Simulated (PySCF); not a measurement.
cyclopropene, C₃H₄, SMILES C1=CC1, point group C2v.

Level: PBE0/pcSseg-1 in PySCF (density fitting, grid level 2); geometry and Hessian at that level, cubic constants and property derivatives from steps of ±0.6 along each species' dimensionless normal coordinates, second-order vibrational perturbation theory. The parent has the commonest isotopes.

Equilibrium geometry (Å):

```tsv
atom	x	y	z
C1	0.8076	-0.3441	-0.0767
C2	0.2903	0.8324	0.0278
C3	-0.6897	-0.3023	-0.0041
H4	1.6774	-0.9797	-0.1607
H5	0.4091	1.9043	0.0954
H6	-1.1982	-0.6078	0.9170
H7	-1.2832	-0.4832	-0.9070
```

Q: Give the equilibrium and ground-state rotational constants (MHz) of parent; ²H at 6; ¹³C at 3; ¹³C at 3, ²H at 4; ²H at 4; ¹³C at 1; ¹³C at 1, ¹³C at 2.

A: 
| species | Ae | Be | Ce | A0 | B0 | C0 | Δ0 (u Å²) | harmonic ZPE (cm⁻¹) |
| --- | --- | --- | --- | --- | --- | --- | --- | --- |
| parent | 30263 | 22093 | 13961 | 30104 | 21906 | 13844 | -3.353 | 12370 |
| ²H at 6 | 28983 | 19554 | 13150 | 28826 | 19393 | 13044 | -4.848 | 11664 |
| ¹³C at 3 | 30263 | 21389 | 13677 | 30104 | 21212 | 13563 | -3.352 | 12332 |
| ¹³C at 3, ²H at 4 | 27001 | 20115 | 12489 | 26860 | 19962 | 12391 | -3.346 | 11685 |
| ²H at 4 | 27064 | 20738 | 12740 | 26920 | 20579 | 12639 | -3.347 | 11723 |
| ¹³C at 1 | 29570 | 21865 | 13722 | 29415 | 21682 | 13608 | -3.352 | 12330 |
| ¹³C at 1, ¹³C at 2 | 28824 | 21680 | 13488 | 28675 | 21499 | 13377 | -3.351 | 12291 |

Δ0 = Ic − Ia − Ib from the ground-state constants.

Q: How is the parent's vibrational correction B0 − Be made up?

A: 
```csv
axis,harmonic,Coriolis,cubic,total (MHz)
a,98.4,-45.8,-212,-159
b,72.9,-13.1,-246,-187
c,16.2,-6.91,-126,-117
```

Q: And its quartic centrifugal distortion constants from the harmonic force field?

A: Asymmetric top, A reduction, Ir representation: ΔJ = 21.1 kHz, ΔJK = 46.8 kHz, ΔK = -20.2 kHz, δJ = 7.46 kHz, δK = 41.2 kHz.
